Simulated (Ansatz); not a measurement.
I need vertical and adiabatic energies of changing the electron count of CH₅NSi, SMILES N=C[SiH3]. Use the Python package of Ansatz (0.2.0). Use (for the species named): PBE, 6-31G* basis, multiplicity 1.

Input file `ch5nsi.xyz`:
```text
8

N    -1.55640    0.18190   -0.69520
C    -0.32760    0.36720   -0.62340
Si    0.63260   -0.42150    0.74230
H    -1.89190    0.74380   -1.52890
H     0.23770    0.95910   -1.37860
H     0.25730    0.08680    2.09850
H     2.13300   -0.08310    0.59860
H     0.60750   -1.89130    0.73090
```

The script, `run_adiabatic.py`:
```python
'''How CH5NSi relaxes after losing an electron.'''

import warnings

import ansatz as az
import numpy as np

warnings.simplefilter('ignore', az.DeckWarning)

ch5nsi = az.Crystal.molecule_from_extxyz('ch5nsi.xyz')

setup = (
    ch5nsi.calculation()
    .basis(gaussian='6-31G*')
    .functional('pbe')
)
symbols = [site.symbol for site in ch5nsi.cartesian_sites]
start = np.array([site.position_ang for site in ch5nsi.cartesian_sites], dtype=float)
report = setup.relax(force_tolerance=0.01).run().report
end = np.array(report['positions_ang'])

minimum = az.Crystal.molecule()
for symbol, place in zip(symbols, end):
    minimum = minimum.atom(symbol, place.tolist())
ion = minimum.calculation()
ion = ion.basis(gaussian='6-31G*')
ion = ion.functional('pbe').charge(1)
ion = ion.spin('collinear', total=1)
vertical = ion.run().report
settled = ion.relax(force_tolerance=0.01, max_steps=80).run().report
print(f'vertical ionisation energy   {vertical["free_energy_ev"] - report["free_energy_ev"]:.3f} eV')
print(f'adiabatic, no zero point     {settled["free_energy_ev"] - report["free_energy_ev"]:.3f} eV')
print(f'relaxation energy of the ion {vertical["free_energy_ev"] - settled["free_energy_ev"]:.3f} eV')
ionised = np.array(settled['positions_ang'])
print('final positions (A) and the move of each atom')
for symbol, xyz, old in zip(symbols, ionised, end):
    print(f'{symbol:2s} {xyz[0]:10.5f} {xyz[1]:10.5f} {xyz[2]:10.5f}   {np.linalg.norm(xyz - old):7.4f}')
```

Output of `python run_adiabatic.py`:
```text
vertical ionisation energy   9.576 eV
adiabatic, no zero point     8.756 eV
relaxation energy of the ion 0.821 eV
final positions (A) and the move of each atom
N    -1.25112    0.05140   -1.10834    0.2201
C    -0.29687    0.54056   -0.51223    0.0919
Si    0.76435   -0.50252    0.85354    0.1283
H    -1.99947    0.17780   -1.80149    0.3483
H     0.05678    1.59031   -0.67576    0.1885
H     0.57537    0.36430    2.05079    0.0833
H     2.11984   -0.43813    0.23790    0.0838
H     0.12331   -1.84080    0.89979    0.1000
```

The energies are electronic: no zero-point or thermal terms, and the basis set is short of its limit. The product may relax into another structure. Each relaxation finds its nearest minimum, which needn't be the lowest. Hardware and time: 76 s on 1 thread of Arm Neoverse V1, on a shared host, peak memory 0.2 GiB.
